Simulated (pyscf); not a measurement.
## Concerted two-bond exchange: O=B–OH (SMILES O=BO) + H₂ (SMILES [H][H]) → O=B–OH (SMILES O=BO) + H₂ (SMILES [H][H])

Gas phase, singlet surface, charge 0. Bonds broken: O3–H5, H4–H6. Bonds formed: O1–H4, H5–H6. Structures and frequencies: ωB97X-D3(BJ)/def2-SVP in PySCF.

Transition state (Å):

```xyz
6

O      0.1085     1.5390     0.5610
B      0.8613     0.9977    -0.2972
O      1.1567    -0.0380    -0.9579
H     -0.4860     0.3807     0.6153
H      0.1633    -0.5959    -0.3255
H     -0.6186    -0.6014     0.3427
```

One imaginary mode, 1977i cm⁻¹; descent along it reached the two sides named.

```json
[
 {"bond": "O3–H5", "change": "breaks", "reactant side (Å)": "0.964", "saddle": "1.303", "product side": "2.8"},
 {"bond": "H4–H6", "change": "breaks", "reactant side (Å)": "0.761", "saddle": "1.028", "product side": "2.8"},
 {"bond": "O1–H4", "change": "forms", "reactant side (Å)": "2.8", "saddle": "1.303", "product side": "0.964"},
 {"bond": "H5–H6", "change": "forms", "reactant side (Å)": "2.8", "saddle": "1.029", "product side": "0.761"}
]
```

Electronic energies relative to the separated reactants (eV):

```csv
level,barrier,reaction energy,reverse barrier
ωB97X-D3(BJ)/def2-TZVP,2.15,0.00,2.15
PBE/def2-TZVP,1.73,0.00,1.73
r²SCAN/def2-TZVP,1.86,0.00,1.86
B3LYP-D3(BJ)/def2-TZVP,2.05,0.00,2.05
PBE0-D3(BJ)/def2-TZVP,1.92,0.00,1.92
M06-2X/def2-TZVP,2.22,0.00,2.22
ωB97M-D3(BJ)/def2-TZVP,2.10,0.00,2.10
HF/def2-TZVP,3.09,0.00,3.09
```

With ωB97M-D3(BJ)/def2-TZVP energies and thermal terms (ideal gas, 1 atm, RRHO with modes under 100 cm⁻¹ raised to 100, one conformer, R ln 2 for chiral ones without a mode under 150 cm⁻¹), in eV:

```
T (K)   ΔH‡   ΔG‡    ΔH    ΔG
-----  ----  ----  ----  ----
298    2.08  2.47  0.00  0.00
600    2.01  2.90  0.00  0.00
900    2.00  3.35  0.00  0.00
1200   2.01  3.81  0.00  0.00
```

The same reactants have a lower exit, to HO–BH–OH (barrier +1.49 eV at ωB97M-D3(BJ)/def2-TZVP, against +2.10 eV here). One saddle was located; it need not be the lowest between these sides.
